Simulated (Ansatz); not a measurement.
Compare A (`FCC1=CC1`) with its isomer B (`FC1=CCC1`).

Calculated with Ansatz (gas phase, PBE0-D4/def2-TZVP geometries, no zero-point term in ΔE). CCSD(T)/CBS is the MP2 limit (def2-TZVPP, def2-QZVPP) plus CCSD(T) − MP2 in def2-TZVPP, frozen cores. Functionals use def2-TZVPP. B3LYP here is the variant with VWN-RPA as its local correlation; programs differ in this. One conformer a species, not always the lowest.

(1) Which is lower in electronic energy at CCSD(T)/CBS, and by how much? (Best estimate.)

(2) Give E(B) − E(A) in kcal/mol with BLYP-D4, PBE0-D4, CCSD/def2-TZVPP, CCSD(T)/def2-SVP, B3LYP, LDA (SPW92), B3LYP-D4. (Best estimate.)

(3) Does the order hold for the free energy at 298.15 K (harmonic terms from PBE0-D4)? (Best estimate.)

Largest T1 diagnostic: 0.011.

Results:

(1) Ansatz gave: B, by 27.1 kcal/mol.

(2) The calculation gave: BLYP-D4 -24.9, PBE0-D4 -27.7, CCSD/def2-TZVPP -27.0, CCSD(T)/def2-SVP -26.6, B3LYP -25.0, LDA (SPW92) -29.9, B3LYP-D4 -25.5. None reverses the order clearly.

(3) The calculation gave: Yes: G(B) − G(A) = -25.3 kcal/mol, for one conformer each.

In def2-TZVPP, CCSD(T) changes the Hartree–Fock value by −2.2 kcal/mol (the triples alone add −0.3 kcal/mol) and MP2 by −1.6 kcal/mol. From BLYP to BHLYP (50 % exact exchange), in def2-TZVPP and without D4, E(B) − E(A) moves by −1.9 kcal/mol.
